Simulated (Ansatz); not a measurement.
Two structures of SiNH₆F, closed shell, reached by relaxing down either side of one saddle point (PBE0-D4/def2-TZVP). Energies are electronic, without zero-point energy. Program: Ansatz 0.2.0. Basis: def2-TZVPP and def2-QZVPP. Cores are frozen in the correlated methods. Extrapolation: Hartree–Fock as exp(−7.88 √X), correlation as X^−2.97. First:

Si1  (-0.514, -0.782, -0.041)
H2  (0.875, -1.097, 0.468)
H3  (-0.853, -1.869, -0.990)
H4  (-1.388, -0.807, 1.155)
N5  (-0.656, 0.716, -0.854)
H6  (1.611, 0.311, 1.072)
F7  (1.751, 1.179, 1.376)
H8  (-0.391, 0.780, -1.823)
H9  (-0.435, 1.569, -0.363)
(Å)

Second:

Si1  (-1.007, -0.037, 0.436)
H2  (2.753, -1.216, -0.120)
H3  (-1.261, -1.435, 0.026)
H4  (-2.197, 0.661, 0.969)
N5  (-0.441, 0.825, -0.909)
H6  (2.318, -0.934, 0.418)
F7  (0.033, -0.125, 1.657)
H8  (0.229, 0.430, -1.549)
H9  (-0.426, 1.831, -0.927)
(Å)

Task: Which bonds change from the first to the second?

Result: SiNH₅ ([NH2][SiH3]) + HF → SiNH₄F ([NH2][SiH2][F]) + H₂; bonds formed: Si1–F7, H2–H6; bonds broken: Si1–H2, H6–F7.

Task: Give the saddle point's structure and its height above each. (To be estimated.)

Result: By the calculation: 118.5 kJ/mol above the first and 247.6 kJ/mol above the second (CCSD(T) at an estimated basis limit (MP2 extrapolated from triple and quadruple zeta, plus CCSD(T) − MP2 in triple zeta)).
```xyz
9
angstrom
Si -0.2754 -0.4261 0.1705
H 1.2339 -1.1502 0.4426
H -0.5843 -1.5974 -0.7074
H -1.0871 -0.6243 1.3876
N -0.4678 0.8509 -0.9172
H 1.3453 -0.3105 0.9242
F 0.8809 0.7509 1.2537
H -0.8081 0.7020 -1.8500
H -0.2372 1.8048 -0.7039
```

The T1 diagnostic stays at or below 0.013.

Labels in which every atom is bracketed show which atoms are joined, not bond orders.

For scale, one of the runs: CCSD(T)/def2-TZVPP, 188 basis functions, launched by `ansatz run in.yaml --threads 2 --pin off --events-out ev --progress --plain --max-ram 4352MiB`. Time: 49 s of wall clock on 2 CPU threads of an Arm Neoverse V1; the host was shared. Peak host memory: 2 GiB.
